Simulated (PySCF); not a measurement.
**Simulated absorption spectrum**

Species: B₂H₅N.
Cartesian coordinates in Å at the PBE0-D3(BJ)/def2-SVP level; atoms count from 1:
```
atom  x, y, z in Å
B1     1.2864    0.0909    0.1130
N2    -0.0144   -0.4769    0.1341
B3    -1.2256    0.1892   -0.1893
H4     2.2363   -0.5950    0.4107
H5     1.4114    1.2483   -0.2034
H6    -0.0854   -1.4535    0.4045
H7    -1.1837    1.3500   -0.5149
H8    -2.2686   -0.4198   -0.1322
```

Computed with PySCF 2.14.0, density-fitted response routines, TDDFT B3LYP/def2-SVPD, vertical, gas phase, core orbitals frozen in the response.

Broadening: Gaussians 0.25 eV wide at half height, area fixed by f = 4.319×10⁻⁹ ∫ε dν̃. The width is an assumption, not a result. The curve ends short of the highest state used, and states not computed would add to its high-energy end.

λ (nm), ε (L mol⁻¹ cm⁻¹) and a bar:
```
    145.5       4494 ####
    147.7       5219 #####
    149.8       3573 ####
    151.9        837 #
    154.0        489 
    156.1       2034 ##
    158.3       3419 ###
    160.4       2104 ##
    162.5        542 #
    164.6        252 
    166.8       2468 ##
    168.9      12087 ############
    171.0      27464 ###########################
    173.1      30529 ##############################
    175.2      17461 #################
    177.4       5017 #####
    179.5        849 #
    181.6         84 
    183.7          5 
    185.8          0 
    188.0          0 
    190.1          0 
    192.2          0 
    194.3          0 
    196.4          3 
    198.6         17 
    200.7         51 
    202.8        106 
    204.9        153 
    207.1        156 
    209.2        113 
    211.3         61 
    213.4         24 
    215.5          8 
    217.7          2 
    219.8          0
```

Task: Where are the band maxima, and which computed states make them?

Result: 206 nm (6.02 eV), ε about 160, made up of S1 (100%); 172 nm (7.19 eV), ε about 32000, made up of S3 (100%); 158 nm (7.83 eV), ε about 3400, made up of S5 (100%); 148 nm (8.38 eV), ε about 5300, made up of S7 (95%) (ε in L mol⁻¹ cm⁻¹; maxima over ε = 5, shares over 10%). At its high-energy end, 8.52 eV, the curve is still rising (ε about 4500, from S7, S8 and S9). The states used: S1 6.02 eV (f 0.0015); S2 6.24 eV (f 0.0000); S3 7.19 eV (f 0.295); S4 7.83 eV (f 0.0000); S5 7.83 eV (f 0.032); S6 8.12 eV (f 0.0000); S7 8.37 eV (f 0.047); S8 8.58 eV (f 0.0065); S9 8.67 eV (f 0.052); S10 9.12 eV (f 0.0000).

Task: Does any computed singlet lie in the visible range?

Result: No computed singlet lies in the visible range (380 to 750 nm); the lowest, at 206 nm, stands 2.75 eV above its violet end (3.26 eV).

Task: What would ε be at 7.19 eV, the highest of these maxima, with half the width (0.125 eV)?

Result: About 63500 L mol⁻¹ cm⁻¹ against 31800, a factor of about 2.00; a lone state at its own centre would give exactly 2.

Task: Coming from long wavelengths, where does ε first pass 100 L mol⁻¹ cm⁻¹?

Result: At about 210 nm (5.91 eV), 0.10 eV below S1.

The vertical ionisation energy (ΔSCF) is 11.53 eV, 2.41 eV above S10.
